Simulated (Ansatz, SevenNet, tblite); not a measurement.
**2H WS2: properties by level of theory**

Reference values: lattice constant a 3.153 Å (measured, 300 K, no zero-point or thermal correction; as tabulated in arXiv:1605.07067); lattice parameter c 12.323 Å (measured, 300 K, not corrected to a static lattice; as tabulated in arXiv:1605.07067).

| level (code) | lattice constant a (Å) | lattice parameter c (Å) |
|---|---|---|
| GFN2-xTB (tblite) | 3.207 | 11.787 |
| SevenNet-l3i5 | 3.191 | 14.472 |
| PBE (Ansatz) | 3.188 | 14.888 |
| PBE-D3(BJ) (Ansatz) | 3.154 | 12.142 |
| rVV10 (Ansatz) | 3.214 | 12.480 |

Differences from the reference values (errors of the level alone only where the reference is corrected to a static lattice):

```json
[
 {"level": "GFN2-xTB", "lattice constant a (%)": "+1.71", "lattice parameter c (%)": "-4.35"},
 {"level": "SevenNet-l3i5", "lattice constant a (%)": "+1.21", "lattice parameter c (%)": "+17.4"},
 {"level": "PBE", "lattice constant a (%)": "+1.11", "lattice parameter c (%)": "+21"},
 {"level": "PBE-D3(BJ)", "lattice constant a (%)": "+0.03", "lattice parameter c (%)": "-1.47"},
 {"level": "rVV10", "lattice constant a (%)": "+1.93", "lattice parameter c (%)": "+1.27"}
]
```

Nearest: lattice constant a, not ranked (reference at room or unstated temperature); lattice parameter c, not ranked (reference at room or unstated temperature). Values with a doubt, or to which a potential was fitted, aren't ranked.

Machine-learned potentials (SevenNet-l3i5) are trained on DFT data: a solid inside that data is no test of them.

Caveats: for a layered or molecular solid the relaxed cell lies over 5 % above the published volume, where the minimum can be shallow (PBE); the cell comes from a level without a dispersion term, which matters for the spacing of layers, chains or molecules (PBE); the cell has another shape than the first-principles one, perhaps another minimum in the same group (GFN2-xTB); the method was fitted mainly to molecules (GFN2-xTB); the run uses a supercell at the zone centre in place of a k mesh (GFN2-xTB). Ansatz's density-functional and Hartree–Fock values are scalar-relativistic unless marked +SOC, with PAW data made under PBE.

The crystal itself was run without spin with PBE, PBE-D3(BJ); a magnetic state was not tried in these runs.

Differences are worked out from the printed values.

The computed numbers hold no vibrational or temperature effects.

Ansatz is an electronic-structure program.
